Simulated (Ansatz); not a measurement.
**CHAlO (triplet): wave-function methods side by side, cc-pVDZ**

How much of the correlation energy of CHAlO (triplet) does each wave-function method recover here?

Computed with Ansatz 0.2.0, Gaussian basis. Level: cc-pVDZ, core rule «outside noble gas», up to 7 orbitals frozen.

The runs, in order: UHF; CCSD(T) on ROHF; CCSD(T) on UHF; BCCD(T) on ROHF; CISD; CCSDT(Q) on ROHF; CCSDT(Q) on UHF; CASSCF and NEVPT2, 10 electrons in 10 orbitals.

22 further runs of the same task are left out: 4 that didn't finish, 18 set aside as unsound or not needed.

### 1 The system

The geometry is a PBE0/def2-TZVP stationary point (not a proven minimum).

4 atoms, charge 0, spin multiplicity 3.

Atoms are counted from 1 here; the program's logs count them from 0.

Bond lengths: Al1–C2 1.926 Å, Al1–H4 1.582 Å, C2–O3 1.150 Å. Angles: C2–Al1–H4 114.0°, Al1–C2–O3 172.0°.

As a file:

```xyz
4

Al    0.00000   -0.10615    1.27250
C     0.00000    0.08366   -0.64370
O     0.00000    0.03626   -1.79222
H     0.00000    1.26900    2.05559
```

In the tables R marks a restricted open-shell determinant and U an unrestricted one; 'frontier' is the active space of 10 electrons in 10 orbitals; energies count from the table's Hartree-Fock row.

### 2 UHF

Contents of in.yaml:

```yaml
crystal:
  periodic: [false, false, false]
  atoms:
    - {symbol: Al, position_ang: [0.000000, -0.106146, 1.272497]}
    - {symbol: C, position_ang: [0.000000, 0.083663, -0.643702]}
    - {symbol: O, position_ang: [0.000000, 0.036255, -1.792225]}
    - {symbol: H, position_ang: [0.000000, 1.269000, 2.055591]}
basis:
  gaussian: {orbitals: cc-pVDZ}
magnetization: {spin_polarized: true, initial_magnetization: 2}
hamiltonian: {xc: hf}
output: {orbitals: {seedname: orbitals}}
```

Command:

```
$ ansatz run in.yaml --threads 1 --pin off --events-out ev --progress --plain --max-ram 2393MiB
```

Output:

```text
Functional definition: HF
  name "HF"
  cite "Fock, Z. Phys. 61, 126 (1930) doi:10.1007/BF01340294"
  parent pbe
  exchange = exact_x
  correlation = 0
486 factors; integrals over basis functions are off by at most 1.3e-3 eV
mean field evaluation 1: about -9662.0578 eV, gradient 1.9e1 eV
mean field evaluation 2: about -9662.0629 eV, gradient 1.9e1 eV
mean field evaluation 4: about -9664.7360 eV, gradient 3.2e0 eV
mean field evaluation 8: about -9664.9393 eV, gradient 2.7e-1 eV
mean field evaluation 16: about -9660.6953 eV, gradient 1.8e0 eV
mean field evaluation 32: about -9663.9715 eV, gradient 7.8e0 eV
mean field -9664.94175998 eV, -355.1800585465 hartree, gradient 2.3e-5 eV, S^2 2.012992; 1 other end points of the search recorded, 0 dependent functions left out
reference -9664.94175998 eV, -355.1800585465 hartree; 15, 13 occupied and 36, 38 virtual orbitals, 486 factors
Total energy: -9664.94175998 eV, -355.1800585465 hartree
```

It took 0.7 s on 1 thread of Arm Neoverse V1, shared host.

From the report: ⟨S²⟩ of the determinant 2.013 (pure triplet: 2.00).

### 3 CCSD(T) on ROHF

Edit in.yaml of step 2 so:

```diff
@@ -9,4 +9,4 @@
   gaussian: {orbitals: cc-pVDZ}
-magnetization: {spin_polarized: true, initial_magnetization: 2}
-hamiltonian: {xc: hf}
-output: {orbitals: {seedname: orbitals}}
+magnetization: {spin_polarized: false, initial_magnetization: 2}
+correlation: {method: ccsd_t, electrons: outside_noble_gas}
+output: {forces: true}
```

The command is unchanged.

Output (excerpt; [...] marks lines left out):

```text
Functional definition: HF
  name "HF"
  cite "Fock, Z. Phys. 61, 126 (1930) doi:10.1007/BF01340294"
  parent pbe
[...]
486 factors; integrals over basis functions are off by at most 1.3e-3 eV
[...]
mean field -9664.86566247 eV, -355.1772620145 hartree, gradient 1.4e-6 eV, S^2 2.000000; 4 other end points of the search recorded, 0 dependent functions left out
[...]
determinant -9664.86566247 eV, -355.1772620145 hartree, with singles and doubles -9674.67524552 eV, -355.5377575424 hartree
determinant -9663.55963571 eV, -355.1292664164 hartree, with singles and doubles -9673.14592993 eV, -355.4815562311 hartree
7 core orbitals not correlated: weight in the atoms' cores, before any rotation towards them, 1.000 or more for the frozen orbitals, at most 0.000 for the correlated occupied ones
reference -9664.86566247 eV, -355.1772620145 hartree; 8, 6 occupied and 36, 38 virtual orbitals, 486 factors
second order -9.30880834 eV of doubles, -0.03782730 eV of singles
cycle   1  -9.81019675 eV  change   -6.1e-4 eV  update   2.0e-3
[...]
cycle  11  -9.81079281 eV  change    1.2e-7 eV  update   3.1e-7
perturbative correction -0.37799012 eV, -0.0138908809 hartree
[...]
Total energy: -9675.05444540 eV, -355.5516928812 hartree
Atom 0 at     0.000000    -0.106146     1.272497 Å, force    -0.000000    -0.161720     0.771247 eV/Å
Atom 1 at     0.000000     0.083663    -0.643702 Å, force     0.000000     0.109353     0.784667 eV/Å
Atom 2 at     0.000000     0.036255    -1.792225 Å, force    -0.000000    -0.028975    -1.568555 eV/Å
Atom 3 at     0.000000     1.269000     2.055591 Å, force    -0.000000     0.081342     0.012642 eV/Å
Dipole moment:    -0.000000    -0.077592    -0.047259 e Å
```

Wall time 8 s (1 thread of Arm Neoverse V1, shared host).

From the report: correlation -10.1888 eV; T1 0.026; largest double amplitude 0.06.

### 4 CCSD(T) on UHF

Edit in.yaml of step 3 so:

```diff
@@ -9,3 +9,3 @@
   gaussian: {orbitals: cc-pVDZ}
-magnetization: {spin_polarized: false, initial_magnetization: 2}
+magnetization: {spin_polarized: true, initial_magnetization: 2}
 correlation: {method: ccsd_t, electrons: outside_noble_gas}
```

Launched as before.

Output (excerpt; [...] marks lines left out):

```text
Functional definition: HF
  name "HF"
  cite "Fock, Z. Phys. 61, 126 (1930) doi:10.1007/BF01340294"
  parent pbe
[...]
486 factors; integrals over basis functions are off by at most 1.3e-3 eV
[...]
mean field -9664.94175998 eV, -355.1800585465 hartree, gradient 7.4e-6 eV, S^2 2.012992; 5 other end points of the search recorded, 0 dependent functions left out
determinant -9664.94175998 eV, -355.1800585465 hartree, with singles and doubles -9674.67898472 eV, -355.5378949555 hartree
determinant -9663.71591725 eV, -355.1350096571 hartree, with singles and doubles -9673.15371991 eV, -355.4818425077 hartree
7 core orbitals not correlated: weight in the atoms' cores, before any rotation towards them, 1.000 or more for the frozen orbitals, at most 0.000 for the correlated occupied ones
reference -9664.94175998 eV, -355.1800585465 hartree; 8, 6 occupied and 36, 38 virtual orbitals, 486 factors
second order -9.23732352 eV of doubles, -0.00000000 eV of singles
cycle   1  -9.73794765 eV  change   -7.2e-4 eV  update   2.1e-3
[...]
cycle  11  -9.73863206 eV  change    8.8e-8 eV  update   3.2e-7
perturbative correction -0.37254511 eV, -0.0136907802 hartree
[...]
Total energy: -9675.05293715 eV, -355.5516374537 hartree
Atom 0 at     0.000000    -0.106146     1.272497 Å, force    -0.000000    -0.162023     0.775260 eV/Å
Atom 1 at     0.000000     0.083663    -0.643702 Å, force    -0.000000     0.108615     0.763057 eV/Å
Atom 2 at     0.000000     0.036255    -1.792225 Å, force    -0.000000    -0.027833    -1.550495 eV/Å
Atom 3 at     0.000000     1.269000     2.055591 Å, force    -0.000000     0.081241     0.012178 eV/Å
Dipole moment:    -0.000000    -0.077645    -0.046434 e Å
```

Wall time 8 s (1 thread of Arm Neoverse V1, shared host).

From the report: ⟨S²⟩ of the determinant 2.013 (pure triplet: 2.00); correlation -10.1112 eV; T1 0.026; largest double amplitude 0.06.

### 5 BCCD(T) on ROHF

Edit in.yaml of step 4 so:

```diff
@@ -9,4 +9,3 @@
   gaussian: {orbitals: cc-pVDZ}
-magnetization: {spin_polarized: true, initial_magnetization: 2}
-correlation: {method: ccsd_t, electrons: outside_noble_gas}
-output: {forces: true}
+magnetization: {spin_polarized: false, initial_magnetization: 2}
+correlation: {method: bccd_t, electrons: outside_noble_gas}
```

Same command.

Output (excerpt; [...] marks lines left out):

```text
Functional definition: HF
  name "HF"
  cite "Fock, Z. Phys. 61, 126 (1930) doi:10.1007/BF01340294"
  parent pbe
[...]
486 factors; integrals over basis functions are off by at most 1.3e-3 eV
[...]
mean field -9664.86566247 eV, -355.1772620145 hartree, gradient 1.4e-6 eV, S^2 2.000000; 4 other end points of the search recorded, 0 dependent functions left out
[...]
determinant -9664.86566247 eV, -355.1772620145 hartree, with singles and doubles -9674.67524552 eV, -355.5377575424 hartree
determinant -9663.55963571 eV, -355.1292664164 hartree, with singles and doubles -9673.14592993 eV, -355.4815562311 hartree
7 core orbitals not correlated: weight in the atoms' cores, before any rotation towards them, 1.000 or more for the frozen orbitals, at most 0.000 for the correlated occupied ones
reference -9664.86566247 eV, -355.1772620145 hartree; 8, 6 occupied and 36, 38 virtual orbitals, 486 factors
second order -9.30880834 eV of doubles, -0.03782730 eV of singles
cycle   1  -9.76674607 eV  change    4.3e-2 eV  update   2.2e-2
[...]
cycle  11  -9.77211232 eV  change   -3.1e-6 eV  update   7.6e-6
perturbative correction -0.41884965 eV, -0.0153924408 hartree
Total energy: -9675.05662444 eV, -355.5517729593 hartree
```

Wall time 4.1 s (1 thread of Arm Neoverse V1, shared host).

From the report: correlation -10.1910 eV; largest double amplitude 0.06.

### 6 CISD

Edit in.yaml of step 5 so:

```diff
@@ -10,2 +10,2 @@
 magnetization: {spin_polarized: false, initial_magnetization: 2}
-correlation: {method: bccd_t, electrons: outside_noble_gas}
+correlation: {active_space: {ras: {orbitals: [6, 2, 36], electrons: 14, max_holes: 2, max_particles: 2}, fixed_orbitals: true}}
```

Launched as before.

Output:

```text
Functional definition: HF
  name "HF"
  cite "Fock, Z. Phys. 61, 126 (1930) doi:10.1007/BF01340294"
  parent pbe
  exchange = exact_x
  correlation = 0
486 factors; integrals over basis functions are off by at most 1.3e-3 eV
mean field evaluation 1: about -9662.4498 eV, gradient 2.5e1 eV
mean field evaluation 2: about -9662.4548 eV, gradient 2.5e1 eV
mean field evaluation 4: about -9664.7602 eV, gradient 3.1e0 eV
mean field evaluation 8: about -9664.8653 eV, gradient 1.5e-1 eV
mean field evaluation 16: about -9663.7854 eV, gradient 8.4e0 eV
mean field -9664.86566247 eV, -355.1772620145 hartree, gradient 1.4e-6 eV, S^2 2.000000; 4 other end points of the search recorded, 0 dependent functions left out
reference -9664.86566247 eV, -355.1772620145 hartree; 15, 13 occupied and 36, 38 virtual orbitals, 486 factors
state -9673.76024848 eV, -355.5041320216 hartree
Total energy: -9673.76024848 eV, -355.5041320216 hartree
```

It took 7.5 s on 1 thread of Arm Neoverse V1, shared host.

From the report: 204,058 determinants.

### 7 CCSDT(Q) on ROHF

Edit in.yaml of step 6 so:

```diff
@@ -10,2 +10,2 @@
 magnetization: {spin_polarized: false, initial_magnetization: 2}
-correlation: {active_space: {ras: {orbitals: [6, 2, 36], electrons: 14, max_holes: 2, max_particles: 2}, fixed_orbitals: true}}
+correlation: {method: ccsdt_q, electrons: outside_noble_gas}
```

Same command.

Output (excerpt; [...] marks lines left out):

```text
Functional definition: HF
  name "HF"
  cite "Fock, Z. Phys. 61, 126 (1930) doi:10.1007/BF01340294"
  parent pbe
[...]
923 factors; integrals over basis functions are off by at most 1.6e-7 eV
[...]
mean field -9664.86575800 eV, -355.1772655254 hartree, gradient 1.5e-6 eV, S^2 2.000000; 4 other end points of the search recorded, 0 dependent functions left out
[...]
determinant -9664.86575800 eV, -355.1772655254 hartree, with singles and doubles -9674.67533671 eV, -355.5377608937 hartree
determinant -9663.55973287 eV, -355.1292699871 hartree, with singles and doubles -9673.14602870 eV, -355.4815598610 hartree
7 core orbitals not correlated: weight in the atoms' cores, before any rotation towards them, 1.000 or more for the frozen orbitals, at most 0.000 for the correlated occupied ones
reference -9664.86575800 eV, -355.1772655254 hartree; 8, 6 occupied and 36, 38 virtual orbitals, 923 factors
second order -9.30883386 eV of doubles, -0.03782736 eV of singles
cycle   1  -9.30163762 eV  change    4.6e-2 eV  update   1.3e-1
[...]
cycle  19  -10.21808897 eV  change   -6.9e-7 eV  update   5.5e-7
perturbative correction -0.03395568 eV, -0.0012478482 hartree
Total energy: -9675.11780265 eV, -355.5540212171 hartree
```

It took 79 s on 1 thread of Arm Neoverse V1, shared host; peak memory 0.87 GiB.

From the report: correlation -10.2520 eV; T1 0.027; largest double amplitude 0.08.

### 8 CCSDT(Q) on UHF

Edit in.yaml of step 7 so:

```diff
@@ -9,3 +9,3 @@
   gaussian: {orbitals: cc-pVDZ}
-magnetization: {spin_polarized: false, initial_magnetization: 2}
+magnetization: {spin_polarized: true, initial_magnetization: 2}
 correlation: {method: ccsdt_q, electrons: outside_noble_gas}
```

Launched as before.

Output (excerpt; [...] marks lines left out):

```text
Functional definition: HF
  name "HF"
  cite "Fock, Z. Phys. 61, 126 (1930) doi:10.1007/BF01340294"
  parent pbe
[...]
923 factors; integrals over basis functions are off by at most 1.6e-7 eV
[...]
mean field -9664.94185580 eV, -355.1800620676 hartree, gradient 7.4e-6 eV, S^2 2.012992; 3 other end points of the search recorded, 0 dependent functions left out
determinant -9664.94185580 eV, -355.1800620676 hartree, with singles and doubles -9674.67907559 eV, -355.5378982951 hartree
determinant -9663.71601457 eV, -355.1350132334 hartree, with singles and doubles -9673.15381958 eV, -355.4818461706 hartree
7 core orbitals not correlated: weight in the atoms' cores, before any rotation towards them, 1.000 or more for the frozen orbitals, at most 0.000 for the correlated occupied ones
reference -9664.94185580 eV, -355.1800620676 hartree; 8, 6 occupied and 36, 38 virtual orbitals, 923 factors
second order -9.23734826 eV of doubles, -0.00000000 eV of singles
cycle   1  -9.23739697 eV  change   -4.9e-5 eV  update   1.2e-1
[...]
cycle  20  -10.14263268 eV  change   -4.0e-7 eV  update   4.4e-7
perturbative correction -0.03911016 eV, -0.0014372720 hartree
Total energy: -9675.12359864 eV, -355.5542342157 hartree
```

Wall time 68 s (1 thread of Arm Neoverse V1, shared host); peak memory 0.65 GiB.

From the report: ⟨S²⟩ of the determinant 2.013 (pure triplet: 2.00); correlation -10.1817 eV; T1 0.027; largest double amplitude 0.08.

### 9 CASSCF and NEVPT2, 10 electrons in 10 orbitals

Edit in.yaml of step 8 so:

```diff
@@ -9,3 +9,3 @@
   gaussian: {orbitals: cc-pVDZ}
-magnetization: {spin_polarized: true, initial_magnetization: 2}
-correlation: {method: ccsdt_q, electrons: outside_noble_gas}
+magnetization: {spin_polarized: false, initial_magnetization: 2}
+correlation: {method: sc_nevpt2, electrons: outside_noble_gas, active_space: {window: {electrons: 10, orbitals: 10}}}
```

Launched as before.

Output (excerpt; [...] marks lines left out):

```text
Functional definition: HF
  name "HF"
  cite "Fock, Z. Phys. 61, 126 (1930) doi:10.1007/BF01340294"
  parent pbe
[...]
486 factors; integrals over basis functions are off by at most 1.3e-3 eV
[...]
mean field -9664.86566247 eV, -355.1772620145 hartree, gradient 1.4e-6 eV, S^2 2.000000; 4 other end points of the search recorded, 0 dependent functions left out
reference -9664.86566247 eV, -355.1772620145 hartree; 15, 13 occupied and 36, 38 virtual orbitals, 486 factors
state -9668.96890958 eV, -355.3280535644 hartree
state -9668.96890958 eV, -355.3280535644 hartree; corrected -9673.56082926 eV, -355.4968035003 hartree
state -9668.74544948 eV, -355.3198415575 hartree
state -9668.74544948 eV, -355.3198415575 hartree; corrected -9673.77022363 eV, -355.5044986013 hartree
state -9668.74544948 eV, -355.3198415575 hartree; corrected -9673.77022363 eV, -355.5044986013 hartree
state -9667.82985327 eV, -355.2861940171 hartree
state -9667.82985327 eV, -355.2861940171 hartree; corrected -9674.07539682 eV, -355.5157135095 hartree
state -9667.82985327 eV, -355.2861940171 hartree; corrected -9674.07539682 eV, -355.5157135095 hartree
the orbitals are reached from a further start. From the first start the search ends at -9668.96883910 eV, -355.3280509745 hartree
WARN: the results are in doubt because another end's mean lies 1.139 eV lower, and its corrected mean 0.515 eV higher
Total energy: -9674.07539682 eV, -355.5157135095 hartree
In doubt: another end's mean lies 1.139 eV lower, and its corrected mean 0.515 eV higher
```

Run time: 32 s. Hardware: 1 thread of Arm Neoverse V1, shared host.

From the report: 31,752 determinants; active occupations 1.98, 1.97, 1.96, 1.94, 1.00, 1.00, 0.06, 0.04, 0.02, 0.01. The program marks this result as in doubt; its last lines say why.

### 10 The ladder

The yardstick is UCCSDT(Q), where the cluster series has nearly closed. Rows without a time come out of other runs: HF, MP2 and CCSD of CCSD(T), CCSDT of CCSDT(Q), CASSCF and MRCISD of the multireference runs. The times of RCCSD(T), UCCSD(T) include forces.

Differences are taken before rounding.

```tsv
method	energy from the lowest RHF (meV)	from UCCSDT(Q) (meV)	time
RHF	0.0	+10257.9	
UHF	-76.1	+10181.8	
RMP2	-9346.6	+911.3	
UMP2	-9313.4	+944.5	
CISD	-8894.6	+1363.4	7.5 s
RCCSD	-9810.8	+447.1	
UCCSD	-9814.7	+443.2	
RCCSD(T)	-10188.8	+69.2	8 s
UCCSD(T)	-10187.3	+70.7	8 s
BCCD(T)	-10191.0	+67.0	4.1 s
RCCSDT	-10218.2	+39.8	
UCCSDT	-10218.8	+39.1	
RCCSDT(Q)	-10252.1	+5.8	79 s
UCCSDT(Q)	-10257.9	0	68 s
```

Among the levels timed on like hardware and quicker than the yardstick, those that no quicker one beats, quickest first: BCCD(T) (4.1 s, +67.0 meV).

Left out of the table: CASSCF frontier, NEVPT2 frontier (the active space lost an orbital or holds another state than full CI finds).

With the free atoms at the same levels and basis (separate runs), the atomisation energy is 12.585 eV at UCCSDT(Q), 12.543 eV at RCCSD(T), 12.538 eV at UCCSD(T), 9.195 eV at RHF.

### 11 What came out

| quantity | value |
| --- | --- |
| UCCSDT(Q) below the RHF energy | -10.2579 eV |
| RMP2 from UCCSDT(Q) | +911.3 meV |
| UMP2 from UCCSDT(Q) | +944.5 meV |
| RCCSD from UCCSDT(Q) | +447.1 meV |
| RCCSD(T) from UCCSDT(Q) | +69.2 meV |
| UCCSD(T) from UCCSDT(Q) | +70.7 meV |
| RCCSDT(Q) from UCCSDT(Q) | +5.8 meV |
| levels within 1 kcal/mol (43 meV) | RCCSDT, UCCSDT, RCCSDT(Q) |
| T1 diagnostic | 0.026 |

RCCSD(T) lands +69.2 meV from the yardstick (0.7 % of the correlation energy). These misses are within one basis, not against nature; the frozen cores of restricted and unrestricted runs differ, which can shift their rows.

For cost: BCCD(T) gets within 67.0 meV in 4.1 s, where UCCSDT(Q) took 68 s.
